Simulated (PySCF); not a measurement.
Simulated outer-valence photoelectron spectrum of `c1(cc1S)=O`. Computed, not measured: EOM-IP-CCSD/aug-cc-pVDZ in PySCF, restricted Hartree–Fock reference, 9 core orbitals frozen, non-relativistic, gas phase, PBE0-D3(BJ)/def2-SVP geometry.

Each root has a Gaussian of 0.4 eV full width with its one-hole share as area; cross sections and vibrations are left out, and the highest printed point is 100.

ionisation energy (eV), intensity and a bar:
```
      8.8          4 #
      9.0         36 ###########
      9.2         88 ##########################
      9.4         56 #################
      9.6         37 ###########
      9.8         85 #########################
     10.0         62 ###################
     10.2         12 ###
     10.4          1 
     10.6          0 
     10.8          0 
     11.0          0 
     11.2          0 
     11.4          0 
     11.6          7 ##
     11.8         49 ###############
     12.0         87 ##########################
     12.2         38 ###########
     12.4          4 #
     12.6          0 
     12.8          9 ###
     13.0         57 #################
     13.2         86 ##########################
     13.4         34 ##########
     13.6         22 #######
     13.8         75 ######################
     14.0         73 ######################
     14.2         18 #####
     14.4          3 #
     14.6         22 ######
     14.8         79 ########################
     15.0        100 ##############################
     15.2        100 ##############################
     15.4         56 #################
     15.6         30 #########
     15.8         77 #######################
     16.0         68 ####################
     16.2         15 #####
     16.4          1
```

Question: Where are the maxima, and how many lines lie under the curve?

Answer: 7 maxima, at 9.2, 9.9, 12.0, 13.2, 13.9, 15.1 and 15.9 eV, from 8 lines. At this width some lines have no maximum of their own.

Question: List the lines with their holes.

Answer: 
| E (eV) | leading hole (HF orbital) | area | Koopmans (eV) |
| --- | --- | --- | --- |
| 9.23 | HOMO-1 | 0.95 | 10.60 |
| 9.86 | HOMO | 0.95 | 10.26 |
| 11.98 | HOMO-2 | 0.93 | 12.91 |
| 13.16 | HOMO-3 | 0.95 | 14.43 |
| 13.90 | HOMO-4 | 0.94 | 15.40 |
| 14.88 | HOMO-5 | 0.90 | 16.16 |
| 15.23 | HOMO-6 | 0.93 | 16.95 |
| 15.88 | HOMO-7 | 0.93 | 18.19 |

The widest gap, 2.12 eV, lies between 9.86 and 11.98 eV. Only orbitals with −ε under 21 eV, eight at most, were ionised, so the high end of the curve may lack lines.

Conformer computed: `[O:1]=[c:2]1[cH:3][c:4]1[SH:5]`: H–S5–C4–C3 180°.

One conformer stands for the species.
